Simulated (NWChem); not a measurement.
Everything below was run with NWChem. System: OS, charge 0, spin multiplicity 3, at a geometry optimised with UPBE0/def2-SVP. The structure started from a generated list of species. Its SCF solution wasn't tested for a lower state. Level: G0W0@UPBE/def2-TZVPD, RI basis def2-tzvpd-rifit.

Input file:

```
start mol
memory heap 200 mb stack 700 mb global 1700 mb
geometry units angstroms nocenter noautoz
  O      0.000000     0.000000     1.001183
  S      0.000000     0.000000    -0.500592
  symmetry group C2v
end
basis spherical
  * library def2-tzvpd
end
basis "ri basis" bse spherical
  * library def2-tzvpd-rifit
end
dft
  xc xpbe96 cpbe96
  odft
  mult 3
  iterations 100
  direct
  tolerances tight
end
task dft energy
gw
  states alpha occ 4 vir 2
  states beta occ 4 vir 2
end
task dft gw
```

Output (cleaned and shortened):

```
             Northwest Computational Chemistry Package (NWChem) 7.3.0
             --------------------------------------------------------

                                NWChem Input Module
                                -------------------

 Scaling coordinates for geometry "geometry" by  1.889725989
 (inverse scale =  0.529177249)

 Turning off AUTOSYM since
 SYMMETRY directive was detected!

                             Geometry "geometry" -> ""
                             -------------------------

 Output coordinates in angstroms (scale by  1.889725989 to convert to a.u.)

  No.       Tag          Charge          X              Y              Z
 ---- ---------------- ---------- -------------- -------------- --------------
    1 O                    8.0000     0.00000000     0.00000000     1.00118300
    2 S                   16.0000     0.00000000     0.00000000    -0.50059200

 Effective nuclear repulsion energy (a.u.)      45.1030865955

            Nuclear Dipole moment (a.u.)
            ----------------------------
        X                 Y               Z
 ---------------- ---------------- ----------------
     0.0000000000     0.0000000000    -0.0000151178

      Symmetry information
      --------------------

 Group name             C2v
 Group number             16
 Group order               4
 No. of unique centers     2

      Symmetry unique atoms

     1    2


 Summary of "ao basis" -> "" (spherical)
 ------------------------------------------------------------------------------
       Tag                 Description            Shells   Functions and Types
 ---------------- ------------------------------  ------  ---------------------
 *                         def2-tzvpd                 on all atoms

 new library libraries.bse/

 Summary of "ri basis" -> "" (spherical)
 ------------------------------------------------------------------------------
       Tag                 Description            Shells   Functions and Types
 ---------------- ------------------------------  ------  ---------------------
 *                      def2-tzvpd-rifit              on all atoms

  pbe96 is a nonlocal functional; adding pw91lda local functional.

                                 NWChem DFT Module
                                 -----------------

 Summary of "ao basis" -> "ao basis" (spherical)
 ------------------------------------------------------------------------------
       Tag                 Description            Shells   Functions and Types
 ---------------- ------------------------------  ------  ---------------------
 O                         def2-tzvpd               14       40   6s4p3d1f
 S                         def2-tzvpd               16       46   6s6p3d1f

 Summary of "ao basis" -> "ao basis" (spherical)
 ------------------------------------------------------------------------------
       Tag                 Description            Shells   Functions and Types
 ---------------- ------------------------------  ------  ---------------------
 O                         def2-tzvpd               14       40   6s4p3d1f
 S                         def2-tzvpd               16       46   6s6p3d1f

      Symmetry analysis of basis
      --------------------------

        a1         38
        a2          8
        b1         20
        b2         20

            General Information
            -------------------
          SCF calculation type: DFT
          Wavefunction type:  spin polarized.
          No. of atoms     :     2
[...]
 overlap   0.999  0.999  0.999  0.996  0.996  0.997  0.997  0.994  0.998  0.998

   alpha     21     22     23     24     25     26     27     28     29     30
    beta     19     21     20     25     24     26     27     29     28     30
 overlap   0.997  0.996  0.996  0.997  0.997  0.999  0.999  0.995  0.995  0.998

   alpha     31     32     33     34     35     36     37     38     39     40
    beta     31     32     34     33     35     36     37     39     38     40
 overlap   0.943  0.943  0.991  0.991  0.941  0.941  0.997  0.996  0.996  0.997

   alpha     41     42     43     44     45     46     47     48     49     50
    beta     41     42     43     44     45     47     46     48     49     52
 overlap   0.998  0.999  0.999  0.998  0.997  1.000  1.000  0.954  0.954  0.954

   alpha     51     52     53     54     55     56     57     58     59     60
    beta     51     50     54     53     55     56     58     57     59     60
 overlap   0.954  1.000  1.000  1.000  0.992  0.992  0.991  0.991  1.000  1.000

   alpha     61     62     63     64     65     66     67     68     69     70
    beta     61     62     63     64     65     66     67     68     69     71
 overlap   1.000  1.000  1.000  1.000  1.000  1.000  1.000  1.000  1.000  1.000

   alpha     71     72     73     74     75     76     77     78     79     80
    beta     70     72     73     74     75     76     77     78     80     79
 overlap   1.000  1.000  1.000  1.000  1.000  1.000  1.000  1.000  1.000  1.000

   alpha     81     82     83     84     85     86
    beta     81     83     82     84     85     86
 overlap   1.000  1.000  1.000  1.000  1.000  1.000

     --------------------------
     Expectation value of S2:
     --------------------------
      <S2> =      2.0048 (Exact =     2.0000)

 center of mass
 --------------
 x =   0.00000000 y =   0.00000000 z =   0.00034943

 moments of inertia (a.u.)
 ------------------
          85.865280307341           0.000000000000           0.000000000000
           0.000000000000          85.865280307341           0.000000000000
           0.000000000000           0.000000000000           0.000000000000

     Multipole analysis of the density
     ---------------------------------

     L   x y z        total         alpha         beta         nuclear
     -   - - -        -----         -----         ----         -------
     0   0 0 0     -0.000000    -13.000000    -11.000000     24.000000

     1   1 0 0     -0.000000     -0.000000     -0.000000      0.000000
     1   0 1 0     -0.000000     -0.000000     -0.000000      0.000000
     1   0 0 1     -0.547752     -0.056274     -0.491463     -0.000015

     2   2 0 0    -13.181873     -8.123258     -5.058615      0.000000
     2   1 1 0     -0.000000     -0.000000     -0.000000      0.000000
     2   1 0 1      0.000000      0.000000      0.000000      0.000000
     2   0 2 0    -13.181873     -8.123258     -5.058615      0.000000
     2   0 1 1      0.000000      0.000000      0.000000      0.000000
     2   0 0 2    -13.715754    -31.605476    -25.064527     42.954250

 Task  times  cpu:       10.0s     wall:       10.0s

                                NWChem Input Module
                                -------------------

                                 NWChem GW Module
                                 ----------------

                             ***********************
                             ***        GW       ***
                             ***********************

 Summary of "ri basis" -> "ri basis" (spherical)
 ------------------------------------------------------------------------------
       Tag                 Description            Shells   Functions and Types
 ---------------- ------------------------------  ------  ---------------------
 O                      def2-tzvpd-rifit            26       92   9s7p5d4f1g
 S                      def2-tzvpd-rifit            33      129   10s8p7d6f2g

                 Memory Information
                 ------------------
          Available GA per process is          1699.9 MBs
          Available stack per process is        700.0 MBs
          Available heap per process is           0.0 MBs

          Peak memory in Initialization
              Peak GA per process is                  4.5 MBs
              Peak stack per process is               0.1 MBs
              Peak heap per process is                4.7 MBs
              Memory not in MA per process            0.0 MBs

          Peak memory in AFF Calculation
              Peak GA per process is                 31.0 MBs
              Peak stack per process is              24.0 MBs
              Peak heap per process is                0.0 MBs
              Memory not in MA per process           24.0 MBs

          Computing 2-center integrals
          Computing Inverse Cholesky factor
          Computing 3-center integrals
          Computing V_xc ...

          Computing Sigma_x
          Computing RPA polarizability
          Solving quasiparticle equations

                  Alpha Orbitals
          State     Energy (eV)     Error (eV)
          -----------------------------------
@GW        10        -12.796           0.000
@GW        11        -15.139           0.001
@GW        12         -9.653           0.002
@GW        13         -9.653           0.002
@GW        14          1.785           0.002
@GW        15          1.882           0.003

                   Beta Orbitals
          State     Energy (eV)     Error (eV)
          -----------------------------------
@GW         8        -19.401           0.004
@GW         9        -13.956           0.002
@GW        10        -13.132           0.002
@GW        11        -13.132           0.002
@GW        12         -1.014           0.002
@GW        13         -1.014           0.002

   Applying  -3.4615 eV scissor-shift to rest of particle states

   Applying   3.1624 eV scissor-shift to rest of hole states

   Applying  -3.3820 eV scissor-shift to rest of particle states

   Applying   3.4834 eV scissor-shift to rest of hole states

     GW Timing Statistics
   ------------------------
   Init.   :          0.1s
     ERIs  :          0.6s
     Distr.:          0.0s
     Vxc   :          0.1s
   Sigma_x :          0.0s
   RPA     :          1.8s
   Wmn     :          0.0s
   Sigma_c :          0.1s
   GW total:          2.8s

 Task  times  cpu:        2.8s     wall:        2.8s

 Total times  cpu:       12.9s     wall:       12.9s
```
